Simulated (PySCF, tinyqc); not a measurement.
Inside a calculation. Method: MP2 on RHF in the sto-3g basis, frozen core, for LiH, spin multiplicity 1. The lowest restricted solution is unstable here: a spin-polarised one lies 0.0216 hartree lower (PySCF). One step of it, computed by the program tinyqc.

Task: Iteration 1: building the Fock matrix. J_ij = sum D_kl (ij|kl), K_ij = sum D_kl (ik|jl); F = H + J - 0.5 K; E = tr D H + tr D J / 2 - 0.25 tr D K + E_nn.

D at the start:
```
            1Li 1s     1Li 2s   1Li 2px   1Li 2py    1Li 2pz      2H 1s
1Li 1s    2.060841  -0.219286  0.000000  0.000000  -0.147710  -0.094815
1Li 2s   -0.219286   0.754068  0.000000  0.000000   0.657705   0.456432
1Li 2px   0.000000   0.000000  0.000000  0.000000   0.000000   0.000000
1Li 2py   0.000000   0.000000  0.000000  0.000000   0.000000   0.000000
1Li 2pz  -0.147710   0.657705  0.000000  0.000000   0.574605   0.398931
2H 1s    -0.094815   0.456432  0.000000  0.000000   0.398931   0.276995
```

core Hamiltonian H = T + V (hartree):
```
            1Li 1s     1Li 2s    1Li 2px    1Li 2py    1Li 2pz      2H 1s
1Li 1s   -4.623774  -1.037071   0.000000   0.000000  -0.006977  -0.043298
1Li 2s   -1.037071  -1.317346   0.000000   0.000000  -0.076239  -0.303753
1Li 2px   0.000000   0.000000  -1.071720   0.000000   0.000000   0.000000
1Li 2py   0.000000   0.000000   0.000000  -1.071720   0.000000   0.000000
1Li 2pz  -0.006977  -0.076239   0.000000   0.000000  -1.126847  -0.434214
2H 1s    -0.043298  -0.303753   0.000000   0.000000  -0.434214  -1.119598
```

Two-electron integrals (ij|kl) in chemists' order, unique and non-zero (hartree):
```
(11|11) 1.680395   (21|11) 0.265420   (21|21) 0.049941   (22|11) 0.397727
(22|21) 0.092860   (22|22) 0.290562   (31|31) 0.008981   (32|31) 0.013788
(32|32) 0.064184   (33|11) 0.396640   (33|21) 0.092880   (33|22) 0.290497
(33|33) 0.312946   (41|41) 0.008981   (42|41) 0.013788   (42|42) 0.064184
(43|43) 0.016869   (44|11) 0.396640   (44|21) 0.092880   (44|22) 0.290497
(44|33) 0.279207   (44|44) 0.312946   (51|51) 0.008981   (52|51) 0.013788
(52|52) 0.064184   (53|53) 0.016869   (54|54) 0.016869   (55|11) 0.396640
(55|21) 0.092880   (55|22) 0.290497   (55|33) 0.279207   (55|44) 0.279207
(55|55) 0.312946   (61|11) 0.009982   (61|21) 0.001915   (61|22) 0.003717
(61|33) 0.003666   (61|44) 0.003666   (61|51) 0.000274   (61|52) 0.000541
(61|55) 0.003823   (61|61) 0.000084   (62|11) 0.057660   (62|21) 0.013789
(62|22) 0.050619   (62|33) 0.047584   (62|44) 0.047584   (62|51) 0.002038
(62|52) 0.016106   (62|55) 0.056640   (62|61) 0.000661   (62|62) 0.019641
(63|31) 0.000669   (63|32) 0.003993   (63|53) 0.001971   (63|63) 0.000870
(64|41) 0.000669   (64|42) 0.003993   (64|54) 0.001971   (64|64) 0.000870
(65|11) 0.082472   (65|21) 0.019803   (65|22) 0.074125   (65|33) 0.069106
(65|44) 0.069106   (65|51) 0.003130   (65|52) 0.024991   (65|55) 0.084091
(65|61) 0.000964   (65|62) 0.030446   (65|65) 0.047368   (66|11) 0.217665
(66|21) 0.052478   (66|22) 0.210369   (66|33) 0.193949   (66|44) 0.193949
(66|51) 0.006960   (66|52) 0.072515   (66|55) 0.242994   (66|61) 0.002501
(66|62) 0.110332   (66|65) 0.174447   (66|66) 0.774606
```

nuclear repulsion = 0.65303646 hartree

Give: Coulomb J; exchange K; Fock matrix F; total energy of this density.

Result:

Coulomb J (hartree):
```
         1Li 1s  1Li 2s  1Li 2px  1Li 2py  1Li 2pz   2H 1s
1Li 1s   4.0513  0.6910   0.0000   0.0000   0.0217  0.0274
1Li 2s   0.6910  1.3279   0.0000   0.0000   0.1350  0.2767
1Li 2px  0.0000  0.0000   1.3078   0.0000   0.0000  0.0000
1Li 2py  0.0000  0.0000   0.0000   1.3078   0.0000  0.0000
1Li 2pz  0.0217  0.1350   0.0000   0.0000   1.3609  0.4112
2H 1s    0.0274  0.2767   0.0000   0.0000   0.4112  1.2711
```

exchange K (hartree):
```
         1Li 1s  1Li 2s  1Li 2px  1Li 2py  1Li 2pz   2H 1s
1Li 1s   3.3895  0.5303   0.0000   0.0000   0.0147  0.0293
1Li 2s   0.5303  0.3801   0.0000   0.0000   0.2976  0.2806
1Li 2px  0.0000  0.0000   0.0759   0.0000   0.0000  0.0000
1Li 2py  0.0000  0.0000   0.0000   0.0759   0.0000  0.0000
1Li 2pz  0.0147  0.2976   0.0000   0.0000   0.3431  0.3235
2H 1s    0.0293  0.2806   0.0000   0.0000   0.3235  0.5357
```

Fock matrix F (hartree):
```
          1Li 1s   1Li 2s  1Li 2px  1Li 2py  1Li 2pz    2H 1s
1Li 1s   -2.2673  -0.6112   0.0000   0.0000   0.0074  -0.0305
1Li 2s   -0.6112  -0.1795   0.0000   0.0000  -0.0901  -0.1673
1Li 2px   0.0000   0.0000   0.1981   0.0000   0.0000   0.0000
1Li 2py   0.0000   0.0000   0.0000   0.1981   0.0000   0.0000
1Li 2pz   0.0074  -0.0901   0.0000   0.0000   0.0625  -0.1848
2H 1s    -0.0305  -0.1673   0.0000   0.0000  -0.1848  -0.1163
```

total energy of this density = -7.691893 hartree
